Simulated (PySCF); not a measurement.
Basis and Hamiltonian dependence of the electron affinity of Li

Li⁻ [He] 2s2 (1S) → Li [He] 2s1 (2S). Calculated with PySCF 2.14 from differences of total energies of unrestricted determinants, without spin-orbit coupling. Values in eV.

```
                                                              basis       Hamiltonian  functions     UHF    LDA   PBE0  MP2 (valence)  CCSD(T) (valence)  CCSD(T) (valence and next inner shell)
                                                        def2-TZVPPD  non-relativistic         22  -0.377  0.386  0.335          0.094              0.463                                   0.462
        x2c-TZVPPall with one added diffuse shell each of s, p type     spin-free X2C         23  -0.131  0.580  0.488          0.278              0.582                                   0.581
                                                     aug-cc-pVDZ-DK     spin-free X2C         23  -0.137  0.587  0.491          0.299              0.592                                     n/a
                                                        aug-cc-pVDZ  non-relativistic         23  -0.137  0.587  0.491          0.299              0.592                                     n/a
                                                       ANO-RCC-VTZP     spin-free X2C         30  -0.434  0.329  0.291          0.083              0.426                                   0.427
                                                         dyall-av2z  non-relativistic         32  -0.124  0.588  0.493          0.271              0.612                                     n/a
        x2c-QZVPPall with one added diffuse shell each of s, p type     spin-free X2C         39  -0.128  0.584  0.491          0.335              0.615                                   0.614
                                                        dyall-acv3z  non-relativistic         57  -0.123  0.590  0.493          0.332              0.615                                   0.613
                                                         dyall-av3z  non-relativistic         57  -0.123  0.590  0.493          0.332              0.615                                     n/a
                                                    aug-cc-pCVTZ-DK     spin-free X2C         59  -0.124  0.588  0.493          0.351              0.615                                   0.614
                                                        aug-cc-pVQZ  non-relativistic         80  -0.123  0.590  0.495          0.365              0.616                                     n/a
aug-cc-pVQZ with one added diffuse shell each of s, p, d, f, g type  non-relativistic        105  -0.123  0.593  0.496          0.367              0.616                                     n/a
                                                       aug-cc-pCVQZ  non-relativistic        109  -0.123  0.590  0.493          0.366              0.616                                   0.616
                                                    aug-cc-pCVQZ-DK     spin-free X2C        109  -0.123  0.590  0.493          0.366              0.616                                     n/a
```

Extrapolation of CCSD(T) (valence) from aug-cc-pCVTZ-DK and aug-cc-pCVQZ-DK: the correlation parts are 0.739 and 0.740 eV; with the X⁻³ form and unrounded values, (4³ × 0.740 − 3³ × 0.739)/(4³ − 3³) = 0.741 eV, and adding the Hartree-Fock value -0.123 eV of the larger basis gives 0.617 eV.

Frozen in the all-electron rows: valence: 1s2; valence and next inner shell: nothing.

At UHF, ANO-RCC-VTZP lies more than 0.3 eV from the median of the rows with comparable relativity. Of these, ANO-RCC-VTZP has no diffuse functions of the l that the added or promoted electron needs.

In most of these bases the highest occupied level of the anion is positive at LDA, PBE0, so the basis helps to hold the electron.

Reference for a calculation without spin-orbit coupling: 0.618 eV (measured; photodetachment measurements, as compiled on the Wikipedia data page of electron affinities).
